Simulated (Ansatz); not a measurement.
The input, for Ansatz 0.2.0:

```yaml
crystal:
  periodic: [false, false, false]
  atoms:
    - {symbol: B, position_ang: [0.000000, -0.061569, 1.443944]}
    - {symbol: Al, position_ang: [0.000000, -0.061569, -0.796507]}
    - {symbol: H, position_ang: [0.000000, 3.375085, 3.723589]}
    - {symbol: H, position_ang: [0.000000, -1.066549, 2.110580]}
basis:
  gaussian: {orbitals: 6-31G}
correlation: {active_space: {window: {electrons: 6, orbitals: 2}}}
```

```sh
$ ansatz run in.yaml --threads 1 --pin off --events-out ev --progress --plain --max-ram 1536MiB
```

(1) How does this run end?

Answers

(1) Stopped by an error. The input was made wrong on purpose (impossible active window), so the run isn't a sound calculation of what was asked.
```
328 factors; integrals over basis functions are off by at most 2.6e-4 eV
mean field evaluation 1: about -7272.6332 eV, gradient 1.5e1 eV
mean field evaluation 2: about -7272.6321 eV, gradient 1.5e1 eV
mean field evaluation 4: about -7273.7517 eV, gradient 1.1e1 eV
mean field evaluation 8: about -7275.7421 eV, gradient 2.6e-1 eV
mean field evaluation 16: about -7272.4562 eV, gradient 1.3e1 eV
mean field evaluation 32: about -7272.0200 eV, gradient 1.8e-1 eV
mean field evaluation 64: about -7272.3981 eV, gradient 2.3e-6 eV
mean field evaluation 96: about -7272.0291 eV, gradient 3.8e-1 eV
mean field evaluation 128: about -7275.1928 eV, gradient 7.2e0 eV
mean field evaluation 160: about -7275.7399 eV, gradient 3.3e-1 eV
mean field -7275.74208564 eV, -267.3785899723 hartree, gradient 1.3e-6 eV, S^2 0.000000; 13 other end points of the search recorded, 0 dependent functions left out
reference -7275.74208564 eV, -267.3785899723 hartree; 10, 10 occupied and 16, 16 virtual orbitals, 328 factors
Error: 6 electrons in 2 orbitals form no window around the highest filled level of the reference
```
